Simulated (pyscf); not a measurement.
9 silicon, germanium or tin steps of one kind (four-centre exchange, closed-shell): barrier in kcal/mol, from the separated reactants or the lowest minimum found. Single points on ωB97X-D3(BJ)/def2-SVP structures (PySCF, gas phase). Functionals in def2-TZVP; the last column is ωB97M-D3(BJ)/def2-TZVP. Rows were drawn at random from the steps of this kind and element class whose saddle was verified and whose references are stable.

```
step                                                                         PBE  r²SCAN  PBE0-D3(BJ)  ωB97M-D3(BJ)
--------------------------------------------------------------------------  ----  ------  -----------  ------------
`[Cl][SiH]([Cl])[Cl]` + `[ClH]` → `[Cl][Si]([Cl])([Cl])[Cl]` + `[H][H]`     36.1    38.0         38.4          43.5
`[SiH3][O][PH2]` + `[H][H]` → `[PH3]` + `[OH][SiH3]`                        51.0    56.0         55.5          59.9
`[NH2][SiH]([Cl])[Cl]` + `[OH2]` -> `[NH2][Si]([OH])([Cl])[Cl]` + `[H][H]`  28.1    28.6         30.4          32.9
`[NH2][NH2]` + `[SiH4]` → `[NH2][NH][SiH3]` + `[H][H]`                      34.9    36.3         36.6          39.8
`[CH3][O][SiH3]` + `[OH][SiH3]` → `[CH4]` + `[OH][SiH2][O][SiH3]`           53.4    55.6         58.9          61.7
`[SiH3][NH][SiH3]` + `[OH2]` → `[OH][SiH2][NH][SiH3]` + `[H][H]`            25.1    26.1         27.0          29.0
`[CH3][SnH3]` + `[FH]` → `[CH3][SnH2][F]` + `[H][H]`                        18.6    19.7         22.9          24.9
`[Cl][GeH3]` + `[OH2]` -> `[OH][GeH2][Cl]` + `[H][H]`                       34.3    35.5         37.1          39.7
`[SiH3][SiH3]` + `[ClH]` → `[SiH3][SiH2][Cl]` + `[H][H]`                    29.3    30.7         30.8          34.4
```

Differences from the last column (kcal/mol): PBE: mean -6.1, median -5.4, mean size 6.1, lower in 9 of 9; r²SCAN: mean -4.4, median -4.2, mean size 4.4, lower in 9 of 9; PBE0-D3(BJ): mean -3.2, median -2.8, mean size 3.2, lower in 9 of 9. PBE is closest for row 6 (4.0 kcal/mol apart) and farthest for row 2 (8.9 kcal/mol). PBE, r²SCAN and M06-2X carry no added dispersion term. The last column is a level with limits of its own. Each barrier is that of the saddle found. Elements up to Kr have no core potential and no relativistic terms here. Elements past Kr carry the def2 core potentials, without spin-orbit coupling.
